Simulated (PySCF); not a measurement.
Gas-phase reaction: 2 trisilylamine + 3 H = 2 NH₃ + 3 Si₂H₅

Energies from PySCF, thermal terms from the rigid-rotor harmonic-oscillator model, ideal gas at 1 bar. † marks an energy on the PBE0/def2-TZVP geometry and frequencies; other levels use their own. MP2 freezes the core. 6-31G* has spherical d functions here. Open shells (unrestricted): H (multiplicity 2), Si₂H₅ (multiplicity 2); the rest are closed-shell singlets. B3LYP is the form with VWN-RPA correlation. Si₂H₅: computed as isolated molecules; such fragments, hydroxides, amides, oligomers or adducts are transient or little studied in the gas. MP2 isn't extrapolated to the basis-set limit; its ΔH°(298 K) is 154.5 kJ in def2-SVP and 173.5 kJ in def2-TZVPP. The harmonic model lacks anharmonicity and excited electronic states, which grow with temperature; levels with a mode under 35 cm⁻¹ are left out. Internal rotation in trisilylamine, Si₂H₅ is treated as a harmonic vibration of one conformer, which makes the entropy rough.

```tsv
level	ΔE electronic, kJ	ΔH°(298 K), kJ	ΔS°(298 K), J/K	ΔG°(1000 K), kJ
B3LYP/6-31G*	-45	13	179	-144
B3LYP/def2-TZVP†	-25	34	184	-129
HF/6-31G*	90	152	195	-23
HF/def2-TZVP†	114	174	184	10
M06-2X/def2-TZVP†	84	143	184	-20
MP2/def2-TZVPP†	114	173	184	10
PBE/def2-TZVP†	-56	4	184	-160
PBE0/def2-SVP†	-36	23	184	-140
r2SCAN/def2-TZVP†	-7	52	184	-111
```
ΔH° is lowest at PBE/def2-TZVP† and highest at HF/def2-TZVP†. No reference value is set beside these.
